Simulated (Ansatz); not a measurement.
Job for Ansatz (a quantum-chemistry and plane-wave program): U-PBE/def2-TZVPP on H2P (SMILES [PH2]), 2S+1 = 2, atoms moved off the minimum.

Ansatz 0.2 input:
```yaml
crystal:
  periodic: [false, false, false]
  atoms:
    - {symbol: P, position_ang: [-0.05337418, 0.12933031, 0.10302096]}
    - {symbol: H, position_ang: [-1.02342889, -0.90264451, -0.08506001]}
    - {symbol: H, position_ang: [1.08036505, -0.86148030, -0.12193435]}
basis:
  gaussian:
    orbitals: def2-TZVPP
hamiltonian:
  xc: {name: PBE}
magnetization: {spin_polarized: true, initial_magnetization: 1}
output: {forces: true}
```

The log:

```
WARN ansatz: RAYON_NUM_THREADS=1 ignored (pool sized by the plan → 1); use --threads N
Functional definition: PBE
integrals: 0.01 GiB planned
405 factors; their error is unknown
mean field: 0.14 GiB planned
mean field evaluation 1: about -9315.1497 eV, gradient 8.7e0 eV
mean field evaluation 2: about -9315.4559 eV, gradient 6.9e0 eV
mean field evaluation 4: about -9315.7380 eV, gradient 2.4e-1 eV
mean field evaluation 8: about -9315.7247 eV, gradient 1.4e-1 eV
mean field evaluation 16: about -9315.7247 eV, gradient 1.3e-5 eV
mean field -9315.72470844 eV, -342.3465686101 hartree, gradient 1.3e-5 eV, S^2 0.755383; 0 other end points of the search recorded, 0 dependent functions left out
the calculation of the forces begins
reference -9315.72473704 eV, -342.3465696612 hartree; 9, 8 occupied and 61, 62 virtual orbitals, 405 factors
Total energy: -9315.72473704 eV, -342.3465696612 hartree
Atom 0 at    -0.053374     0.129330     0.103021 Å, force     1.103817    -0.753540    -0.176276 eV/Å
Atom 1 at    -1.023429    -0.902645    -0.085060 Å, force    -0.075165    -0.115244    -0.021716 eV/Å
Atom 2 at     1.080365    -0.861480    -0.121934 Å, force    -1.028652     0.868784     0.197992 eV/Å
Dipole moment:    -0.012254    -0.106022    -0.021201 e Å
```

The run converged.

Cost: about 0.9 core-seconds (a rough figure).
